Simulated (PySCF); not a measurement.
Species: PF3.
InChI=1S/F3P/c1-4(2)3

A linear-response calculation (PySCF, def2-SVPD basis, gas phase, vertical, core orbitals frozen in the response) gave these numbers; the functional is withheld.

Orbital energies (eV): HOMO-3 -12.97, HOMO-2 -12.97, HOMO-1 -12.63, HOMO -9.57, LUMO -0.57, LUMO+1 -0.57, LUMO+2 1.42.

```
state  E (eV)      f  main configurations (H = HOMO, L = LUMO)
   S1    8.05  0.177                            H→L/L+1 (≥97%)
   S2    8.06  0.177                            H→L/L+1 (≥97%)
   S3    9.91  0.011                               H→L+2 (98%)
   S4   10.09  0.242                               H→L+3 (95%)
   S5   10.40  0.035                          H-1→L/L+1 (≥93%)
   S6   10.40  0.035                          H-1→L/L+1 (≥93%)
```

Triplets (Tamm–Dancoff): T1 5.78 eV, H→L/L+1 (97%); T2 5.79 eV, H→L/L+1 (97%); T3 9.31 eV, H→L+2 (48%), H→L+3 (45%).

Vertical ionisation energy by ΔSCF with the same functional: 12.32 eV. Mean static polarisability: 25.9 au.

Orbitals of the list HOMO-3 to LUMO+2 that lie within 0.01 eV of each other are written together with a slash and their weights summed (≥ marks a lower bound); for degenerate orbitals outside that list single weights are arbitrary.

Problem. Which of these was used?
A. PBE
B. PBE0
C. CAM-B3LYP
D. HF

Solution. B. PBE0 is a global hybrid with 25% exact exchange. In this run −ε(HOMO) = 9.57 eV differs from the ΔSCF value by -2.75 eV, and S1 differs from the orbital gap of 8.99 eV by -0.94 eV. The ratio −ε(HOMO)/IP is 0.78. Small neutral molecules mostly give 0.7 to 0.83 with PBE0, 0.5 to 0.7 with PBE, 0.85 to 0.93 with CAM-B3LYP; Hartree–Fock can't fall below 1, since the ion's relaxation only lowers the ΔSCF value. The other options: PBE, a GGA without exact exchange; HF, time-dependent Hartree–Fock, 100% exact exchange; CAM-B3LYP, range-separated, 19% exact exchange at short range and 65% at long range (ω = 0.33 bohr⁻¹).

Theory: PySCF 2.14.0, density-fitted response routines, TDDFT PBE0/def2-SVPD, vertical, gas phase, core orbitals frozen in the response. Isolated species at its PBE0-D3(BJ)/def2-SVP geometry, gas phase.

On an Arm Neoverse V1 with one thread (shared host), this took 5.9 s.
